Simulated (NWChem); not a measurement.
A series in which one site is exchanged, each optimised at PBE0/def2-SVP with NWChem, gas phase unless a solvent is named. For some, no frequency run checked for a minimum. def2 effective core potentials on Sb; no spin-orbit coupling.

A: FB(F)F (BF$_{3}$; site = B)
B: [F][Sb]([F])[F] (SbF₃; site = Sb)
C: F[As](F)F (AsF$_{3}$; site = As)
D: [F][Ga]([F])[F] (GaF3; site = Ga)

Problem. Rank them by static polarisability, PBE/def2-SVPD (bohr³), lowest first.

Solution. A (16.9), D (26.3), C (31.2), B (39.0)
